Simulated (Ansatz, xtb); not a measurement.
## Relative energy of two isomers of C4H9FO

We compare a, `COC(C)(C)F`, a singlet, with b, `C[C@H](F)CCO`, a singlet. Both are isolated molecules in the gas phase, relaxed with B3LYP-D3(BJ)/def2-SVP, each in the lowest conformer that the search found.

Task: Estimate which is lower in electronic energy at CCSD(T)/def2-SVP + ΔMP2/def2-TZVPP, and by roughly how much.

Result: The CCSD(T)/def2-SVP + ΔMP2/def2-TZVPP calculation puts structure a lower, by 1.53 kcal/mol.

The same difference at several levels:

```csv
level,geometry,E(b) − E(a) (kcal/mol),departure from the last row (kcal/mol),"job, with rough time for the two"
GFN2-xTB,GFN2-xTB,+6.54,+5.01,"optimisation, 0.15 s"
HF/STO-3G,GFN2-xTB,+10.80,+9.26,"single point, 0.92 s"
r2SCAN-D4/def2-SVP,GFN2-xTB,+4.95,+3.42,"single point, 4.7 s"
B3LYP-D3(BJ)/def2-SVP,B3LYP-D3(BJ)/def2-SVP,+3.66,+2.13,"optimisation, 50 s"
HF/def2-SVP,B3LYP-D3(BJ)/def2-SVP,+3.35,+1.82,part of the CCSD(T) run
MP2/def2-SVP,B3LYP-D3(BJ)/def2-SVP,+2.47,+0.94,part of the CCSD(T) run
CCSD(T)/def2-SVP,B3LYP-D3(BJ)/def2-SVP,+3.01,+1.48,single point
CCSD(T)/def2-SVP + ΔMP2/def2-TZVPP,B3LYP-D3(BJ)/def2-SVP,+1.53,,"single point, 81 s"
```

As drawn, b has 1 C–C, 1 O–H in place of 1 C–O, 1 C–H.

None of the levels shown reverses the order. The largest departure from CCSD(T)/def2-SVP + ΔMP2/def2-TZVPP is that of HF/STO-3G, 9.26 kcal/mol. The last row adds to CCSD(T) the change of the MP2 difference between the two basis sets, here −1.48 kcal/mol.

With thermal terms from frequencies at re-optimised GFN2-xTB minima (ideal gas, soft modes damped towards free rotors, one conformer each, 298.15 K, 1 atm): the zero-point term adds +0.94 kcal/mol; ΔH is +2.34 and ΔG +2.22 kcal/mol.

The correlated steps freeze 6 core orbitals. Mirror images aren't counted in ΔG. Run with Ansatz 0.2.0, xtb 6.7.1; the last row on 2 threads of Arm Neoverse V2 on a shared host.
